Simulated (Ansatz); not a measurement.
## How far each method lies from UCCSDT(Q) for H2O⁻, doublet

Geometry: a point of a bend scan, not a stationary point.

```xyz
3

O     0.0000   -0.0689    0.0000
H     0.0000    0.5468    0.7590
H     0.0000    0.5468   -0.7590
```

Basis aug-cc-pVDZ; Ansatz 0.2.0. Correlated methods freeze the noble-gas cores, which leaves 9 electrons in 40 orbitals. R marks a restricted (for open shells ROHF) determinant, U an unrestricted one. Active spaces: pair = (3e, 3o) about the gap; valence = (9e, 6o) chosen from the atoms' valence shells. This anion state lies near or above the neutral species, so the extra electron is weakly bound or unbound and the energies hang on the diffuse functions.

Full CI isn't at hand for all of this; UCCSDT(Q) serves as the reference, and is uncertain by about the last step of the cluster series. The frozen core follows each run's orbitals, which can shift R against U totals by a few meV.

For open shells CISD is restricted-active-space CI with the open shells as a complete middle space.

The UHF ⟨S²⟩ is 0.750. The T1 diagnostic (RCCSD) is 0.0195. The largest doubles amplitude (RCCSD) is 0.035 and the T1 diagnostic (UCCSD) is 0.0189.

| level | E − E(RHF) (eV) |
| --- | --- |
| UHF | -0.0031 |
| RMP2 | -6.1989 |
| UMP2 | -6.2008 |
| RCCSD | -6.4137 |
| UCCSD | -6.4137 |
| RCCSD(T) | -6.5832 |
| UCCSD(T) | -6.5833 |

Question: Estimate how far UCCSDT(Q) in aug-cc-pVDZ lies from RCCSD(T). The table doesn't fix it; the size of (T) and the diagnostics are the guide.

Answer: UCCSDT(Q) in aug-cc-pVDZ lies 2.3 kJ/mol below RCCSD(T), which is 14 % of the (T) step (-16.4 kJ/mol). The diagnostics are small and one determinant leads, so the series closes fast and only a small part of (T) is left.

The other levels:

```json
{"level": "CISD", "E − E(UCCSDT(Q)) (kJ/mol)": "47.8", "share of correlation (%)": "92.50", "wall time": "1.5 s"}
{"level": "BCCD(T)", "E − E(UCCSDT(Q)) (kJ/mol)": "2.2", "share of correlation (%)": "99.66", "wall time": "1.3 s"}
{"level": "RCCSDT", "E − E(UCCSDT(Q)) (kJ/mol)": "1.5", "share of correlation (%)": "99.76", "wall time": "–"}
{"level": "UCCSDT", "E − E(UCCSDT(Q)) (kJ/mol)": "1.5", "share of correlation (%)": "99.76", "wall time": "–"}
{"level": "RCCSDT(Q)", "E − E(UCCSDT(Q)) (kJ/mol)": "0.1", "share of correlation (%)": "99.98", "wall time": "26 s"}
{"level": "CASSCF (pair space)", "E − E(UCCSDT(Q)) (kJ/mol)": "582.5", "share of correlation (%)": "8.63", "wall time": "–"}
{"level": "NEVPT2 (pair space)", "E − E(UCCSDT(Q)) (kJ/mol)": "43.0", "share of correlation (%)": "93.25", "wall time": "0.94 s"}
{"level": "MRCISD (pair space)", "E − E(UCCSDT(Q)) (kJ/mol)": "41.6", "share of correlation (%)": "93.47", "wall time": "–"}
{"level": "MRCISD+Q (pair space)", "E − E(UCCSDT(Q)) (kJ/mol)": "9.0", "share of correlation (%)": "98.59", "wall time": "1.4 s"}
{"level": "CASSCF (valence space)", "E − E(UCCSDT(Q)) (kJ/mol)": "591.7", "share of correlation (%)": "7.17", "wall time": "–"}
{"level": "NEVPT2 (valence space)", "E − E(UCCSDT(Q)) (kJ/mol)": "89.9", "share of correlation (%)": "85.90", "wall time": "0.81 s"}
{"level": "MRCISD (valence space)", "E − E(UCCSDT(Q)) (kJ/mol)": "40.5", "share of correlation (%)": "93.65", "wall time": "–"}
{"level": "MRCISD+Q (valence space)", "E − E(UCCSDT(Q)) (kJ/mol)": "6.6", "share of correlation (%)": "98.97", "wall time": "1.2 s"}
```

The correlation energy at UCCSDT(Q), counted from RHF, is -6.607 eV. That run took 22 s on 1 thread of Intel Xeon 6975P-C, shared host.

Times hold each run's SCF and search for its determinant on a shared host, so for small cases they say little of a method's own cost; they ran on 1 thread of Intel Xeon 6975P-C.

Natural occupations of CASSCF (valence space) about the gap: 2.000 1.999 1.998 1.986 1.000 0.017; effectively unpaired electrons, Σ n²(2−n)², 1.00.
